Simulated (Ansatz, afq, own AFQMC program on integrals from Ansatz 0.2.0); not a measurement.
**BeLi⁻, singlet: AFQMC among the cluster methods**

```
atom   x (Å)   y (Å)   z (Å)
  Li  0.0000  0.0000  0.0000
  Be  0.0000  0.0000  2.6230
```

Basis aug-cc-pVDZ. Only valence electrons are correlated. Integrals, coupled cluster, full CI and functionals: Ansatz 0.2.0; the random walks run on the same integrals in our own AFQMC program. ph-AFQMC/CISD is guided by a CISD state made of CCSD amplitudes; releasing the constraint for a short imaginary time cuts its bias at the price of noise, slowly where states lie close. Error bars are statistical, one sigma.

Determinant: RHF, the one that the program's search chose, which needn't be the lowest solution. The geometry is a point of a scan.

Full CI on the same integrals is exact in this basis and with this determinant's frozen core.

Cautions: restricted determinant unstable towards unrestricted (UHF 665 meV lower, ⟨S²⟩ 0.94); strong correlation (T1 0.071, weight of the determinant 0.76, largest double 0.20).

```
T1 diagnostic                               : 0.0712
weight of the determinant in the CISD state : 0.765
size of the correlated space                : 4 electrons in 44 orbitals
```

| level | correlation energy (eV) |
| --- | --- |
| MP2 | -1.4971 |
| CCSD | -2.2262 |
| CCSD(T) | -2.3521 |

Task: Estimate where phaseless AFQMC with a CISD trial lies against CCSD(T) on the same integrals.

Result: 1.5 ± 1.5 kJ/mol below CCSD(T). The gap is under twice the noise, so this walk alone can't tell the two apart.

Reference: full CI, correlation energy -2.398 eV. The released energy is read at 2.40 1/Eh (meV from the phaseless value at times in 1/Eh: 6 ± 16 at 0.24, 5 ± 13 at 0.51, -2 ± 9 at 0.99, -14 ± 9 at 1.62, -16 ± 11 at 2.40). The cautions show a poor starting determinant, so the rows tell how each method copes with it here, and full CI is the sure value.

```
         level  E − E(reference) (kJ/mol)  share of correlation (%)
       CCSD(T)                        4.4                     98.10
         CCSDT                        1.4                     99.40
      CCSDT(Q)                        0.3                     99.88
 ph-AFQMC/CISD                  2.9 ± 1.5                     98.76
released AFQMC                  1.4 ± 1.1                     99.42
```

CCSDT and higher add their correlation energy to the determinant of the CCSD(T) run, since their own runs factorise the integrals more tightly (a shift of under 2 meV). A walk keeps the symmetry of its determinant, which the program's search chose and which needn't be the lowest solution, so a lower state of the same spin and another symmetry isn't excluded. Released energies are given only where the last usable release times agree within the noise; a slower fall can still hide under it.
